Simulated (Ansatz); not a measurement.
**SiH₃ (doublet): from Hartree-Fock to the top rungs, cc-pV(D+d)Z**

How much of the correlation energy of SiH₃ (doublet) does each wave-function method recover here?

The runs use Ansatz 0.2.0, Gaussian basis; cc-pV(D+d)Z, core rule «outside noble gas», up to 5 orbitals frozen.

Plan: UHF; CCSD(T) on ROHF; CCSD(T) on UHF; BCCD(T) on ROHF; CISD; CCSDT(Q) on ROHF; CCSDT(Q) on UHF; CISDTQ; CCSDTQ on ROHF; CCSDTQ on UHF; CASSCF and MRCISD+Q, 7 electrons in 7 orbitals; CASSCF and NEVPT2, 7 electrons in 7 orbitals; Full CI.

13 further runs of the same task are left out: 13 set aside as unsound or not needed.

## 1. The geometry

The geometry is an MP2(full)/6-31G* stationary point (not a proven minimum).

4 atoms, charge 0, spin multiplicity 2.

Atoms are counted from 1 here; the program's logs count them from 0.

Bond lengths: Si1–H2 1.483 Å, Si1–H3 1.483 Å, Si1–H4 1.483 Å. Angles: H2–Si1–H3 111.2°, H2–Si1–H4 111.2°, H3–Si1–H4 111.2°.

## 2. UHF

in.yaml reads:

```yaml
crystal:
  periodic: [false, false, false]
  atoms:
    - {symbol: Si, position_ang: [0.000000, 0.000000, 0.043678]}
    - {symbol: H, position_ang: [0.000000, 1.413280, -0.405682]}
    - {symbol: H, position_ang: [1.223937, -0.706640, -0.405682]}
    - {symbol: H, position_ang: [-1.223937, -0.706640, -0.405682]}
basis:
  gaussian: {orbitals: "cc-pV(D+d)Z.json"}
magnetization: {spin_polarized: true, initial_magnetization: 1}
hamiltonian: {xc: hf}
output: {orbitals: {seedname: orbitals}}
```

The run is started by

```console
ansatz run in.yaml --threads 1 --pin off --events-out ev --progress --plain --max-ram 4160MiB --backend cpu
```

The runs that follow: CCSD(T) on ROHF; CCSD(T) on UHF; BCCD(T) on ROHF; CISD; CCSDT(Q) on ROHF; CCSDT(Q) on UHF; CISDTQ; CCSDTQ on ROHF; CCSDTQ on UHF; CASSCF and MRCISD+Q, 7 electrons in 7 orbitals; CASSCF and NEVPT2, 7 electrons in 7 orbitals; Full CI.

Q: Predict the results of all the runs planned. Wanted: FCI below the RHF energy; RMP2 from FCI; UMP2 from FCI; RCCSD from FCI; RCCSD(T) from FCI; UCCSD(T) from FCI; RCCSDT(Q) from FCI; UCCSDT(Q) from FCI; NEVPT2 valence from FCI.

**Answer**, as computed:

```
                         quantity                                                                                                          value
         FCI below the RHF energy                                                                                                     -3.4138 eV
                    RMP2 from FCI                                                                                                     +815.0 meV
                    UMP2 from FCI                                                                                                     +808.8 meV
                   RCCSD from FCI                                                                                                      +79.4 meV
                RCCSD(T) from FCI                                                                                                      +18.7 meV
                UCCSD(T) from FCI                                                                                                      +18.5 meV
               RCCSDT(Q) from FCI                                                                                                       +0.3 meV
               UCCSDT(Q) from FCI                                                                                                        0.0 meV
          NEVPT2 valence from FCI                                                                                                     +743.9 meV
        MRCISD+Q valence from FCI                                                                                                       +8.6 meV
levels within 1 kcal/mol (43 meV)  RCCSD(T), UCCSD(T), BCCD(T), RCCSDT, UCCSDT, CISDTQ, RCCSDT(Q), UCCSDT(Q), RCCSDTQ, UCCSDTQ, MRCISD+Q valence
                    T1 diagnostic                                                                                                          0.017
   effectively unpaired electrons                                                                                                           1.03
```

RCCSD(T) misses by +18.7 meV, 0.5 % of the correlation energy. One determinant dominates. Of the multireference levels listed MRCISD+Q valence comes nearest in total energy (+8.6 meV), which doesn't show that its space is the better one. These misses are within one basis, not against nature; the frozen cores of restricted and unrestricted runs differ, which can shift their rows.
